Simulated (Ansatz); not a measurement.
NaBH2S (SMILES B[S][Na]), singlet: a single point at a frame of a short PBE0-D4/def2-SVP trajectory.

Input (in.yaml):

```yaml
crystal:
  periodic: [false, false, false]
  atoms:
    - {symbol: B, position_ang: [0.227662, 0.400260, -0.653793]}
    - {symbol: S, position_ang: [0.534122, -0.861385, 0.459034]}
    - {symbol: Na, position_ang: [-1.005499, -1.242835, 2.292633]}
    - {symbol: H, position_ang: [0.874098, 0.291377, -1.727187]}
    - {symbol: H, position_ang: [-0.601258, 1.337596, -0.521606]}
basis:
  gaussian: {orbitals: def2-TZVPP}
hamiltonian: {xc: {name: wB97M-V}}
output: {forces: true}
```

Command:

```bash
ansatz run in.yaml --threads 2 --pin off --events-out ev --progress --plain --max-ram 3481MiB
```

The run's output (Ansatz 0.2.0):

```
Functional definition: wB97M-V
  name "wB97M-V"
  cite "Mardirossian & Head-Gordon, J. Chem. Phys. 144, 214110 (2016) doi:10.1063/1.4952647"
  cite "Becke, J. Chem. Phys. 107, 8554 (1997) doi:10.1063/1.475007"
  cite "Vydrov & Van Voorhis, J. Chem. Phys. 133, 244103 (2010) doi:10.1063/1.3521275"
  # Of w^i u^j: cxij and so on, Table III.
  parameter omega = 0.3/bohr
  parameter cx = 0.15
  parameter cx01 = 1.007
  parameter cx10 = 0.259
  parameter css00 = 0.443
  parameter css04 = -1.437
  parameter css10 = -4.535
  parameter css20 = -3.390
  parameter css43 = 4.278
  parameter cos00 = 1.000
  parameter cos10 = 1.358
  parameter cos20 = 2.924
  parameter cos21 = -8.812
  parameter cos60 = -1.390
  parameter cos61 = 9.142
  parameter b = 6.0
  parameter c = 0.01
  gx(w, u) = 1 - cx + cx01*u + cx10*w
  gss(w, u) = css00 + css04*u^4 + css10*w + css20*w^2 + css43*w^4*u^3
  gos(w, u) = cos00 + cos10*w + (cos20 + cos21*u)*w^2 + (cos60 + cos61*u)*w^6
  exchange = spin_sum(e_x_unif_sr(omega)*gx(b97_w, b97_u_x)) + cx*exact_x_sr(omega) + exact_x_lr(omega)
  correlation = spin_sum(e_c_pw_mod_same_spin*gss(b97_w, b97_u_same))
      + integral(e_c_pw_mod_opposite_spin*gos(b97_w_opposite, b97_u_opposite)) + vv10(b, c)
855 factors; their error is unknown
256 factors; integrals over basis functions are off by at most 2.7e-5 eV
mean field evaluation 1: about -15959.0062 eV, gradient 2.1e1 eV
mean field evaluation 2: about -15959.9984 eV, gradient 1.5e1 eV
mean field evaluation 4: about -15960.5125 eV, gradient 4.0e-1 eV
mean field evaluation 8: about -15960.5298 eV, gradient 3.0e-1 eV
mean field evaluation 16: about -15960.5300 eV, gradient 1.3e-4 eV
mean field -15960.52998264 eV, -586.5386584261 hartree, gradient 6.5e-5 eV, S^2 0.000000; 0 other end points of the search recorded, 0 dependent functions left out
the calculation of the forces begins
reference -15960.53007191 eV, -586.5386617070 hartree; 17, 17 occupied and 116, 116 virtual orbitals, 855 factors
Total energy: -15960.53007191 eV, -586.5386617070 hartree
Atom 0 at     0.227662     0.400260    -0.653793 Å, force    -0.363669     1.256744    -1.841930 eV/Å
Atom 1 at     0.534122    -0.861385     0.459034 Å, force     0.531095    -0.941728     0.704168 eV/Å
Atom 2 at    -1.005499    -1.242835     2.292633 Å, force    -0.311522     0.052801     0.293888 eV/Å
Atom 3 at     0.874098     0.291377    -1.727187 Å, force    -0.663534     0.487939     0.907056 eV/Å
Atom 4 at    -0.601258     1.337596    -0.521606 Å, force     0.807630    -0.855755    -0.063182 eV/Å
Dipole moment:    -1.065014    -0.540513     1.566519 e Å
```

The lines “mean field evaluation” count trial sets of orbitals through the whole run, from several starts and some on an approximate energy, so they need not fall steadily or lie above the final value.

The run took about 8 s on 2 CPU threads of an Arm Neoverse V1 (shared host).
